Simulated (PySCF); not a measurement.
Gas-phase reaction: 4 BHCl2 ⇌ 2 BH2 + Cl2 + 2 BCl3

Computed with PySCF and rigid-rotor harmonic-oscillator thermochemistry at 1 bar. S°(298 K) at PBE0/def2-TZVP differs from the NASA 1993 table for BH2 (+14 J/mol/K); whether the harmonic model or the table's entry is off was not settled. † marks an energy on the PBE0/def2-TZVP geometry and frequencies; other levels use their own. MP2 and CCSD(T) freeze the core. 6-31G* has spherical d functions here. Open shells (unrestricted): BH2 (multiplicity 2); the rest are closed-shell singlets. B3LYP is the form with VWN-RPA correlation. MP2 isn't extrapolated to the basis-set limit; its ΔH°(298 K) is 878.3 kJ in def2-SVP and 851.1 kJ in def2-TZVPP. CCSD(T) isn't extrapolated to the basis-set limit; its ΔH°(298 K) is 867.6 kJ in def2-SVP and 838.5 kJ in def2-TZVPP. The harmonic model lacks anharmonicity and excited electronic states, which grow with temperature; levels with a mode under 35 cm⁻¹ are left out.

```
level                ΔE electronic, kJ  ΔH°(298 K), kJ  ΔS°(298 K), J/K  ΔG°(2000 K), kJ
-------------------  -----------------  --------------  ---------------  ---------------
B3LYP/def2-TZVP†                   849             823              118              569
CCSD(T)/def2-TZVPP†                865             838              118              585
HF/6-31G*                          804             775              117              518
M06-2X/def2-TZVP†                  861             834              118              581
MP2/def2-SVP†                      905             878              118              625
MP2/def2-TZVPP†                    878             851              118              597
PBE0/def2-SVP†                     892             866              118              612
LDA/def2-TZVP†                     923             896              118              642
ωB97M-V/def2-TZVP†                 875             849              118              595
```
ΔH° is lowest at HF/6-31G* and highest at LDA/def2-TZVP†. No reference value is set beside these.
